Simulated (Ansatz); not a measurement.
A displaced shape of singlet ClF:

```yaml
atoms:
  - { symbol: Cl, position_ang: [0.0376, -0.0252, -0.5477] }
  - { symbol: F, position_ang: [-0.0140, -0.0448, 1.0919] }
```

It was optimised with PBE0/def2-SVP in Ansatz (development build ahead of 0.2.0) to forces under 0.001 eV/Å, with restricted orbitals. Each step stands on the lowest determinant of that kind that the program's search found.

(1) What shape does it relax to, and how does the optimisation go?

Results:

(1)

```xyz
2

Cl    0.0377   -0.0252   -0.5492
F    -0.0140   -0.0448    1.0933
```

Bond lengths: Cl1–F2 1.643 Å.

```csv
step,E − E(start) (eV),largest force (eV/Å)
1,0.0000,0.0869
2,-0.0001,0.0529
3,-0.0001,0.0003
```

The optimisation ended after 3 steps with its threshold met.
